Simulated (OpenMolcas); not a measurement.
Setting up BH3 (borane) in OpenMolcas

BH3: 4 atoms, total charge 0, spin state singlet. As SMILES, `B`. The shape is that of a PBE0-D4/def2-TZVP optimisation.

```csv
atom,x (Å),y (Å),z (Å)
B,0.0139,-0.0151,-0.0051
H,0.9822,0.3817,0.5688
H,-0.2762,-1.1718,0.0430
H,-0.6644,0.7449,-0.6269
```

Settings wanted:

| Setting | Value |
| --- | --- |
| method | HF |
| reference | RHF |
| relativity | DKH2 |
| basis set | ANO-RCC-MB |
| task | energy |
| nucleus | point |

**Question.** Write the OpenMolcas 26.06 input and the command.

**Answer.** This one ran through:

step1.input:
```
>>> EXPORT MOLCAS_PRINT=2
&GATEWAY
COORD
4
bohr
B      0.02626719    -0.02853486    -0.00963760
H      1.85608900     0.72130846     1.07487622
H     -0.52194236    -2.21438107     0.08125822
H     -1.25553404     1.40765699    -1.18466931
BASIS=ANO-RCC-MB
GROUP=NoSym
&SEWARD
&SCF
PRORBITALS=1 1
```

```bash
$ export MOLCAS_MEM=1860
$ pymolcas step1.input > step1.log
```

Calculated total energy: -26.35152 Eh.
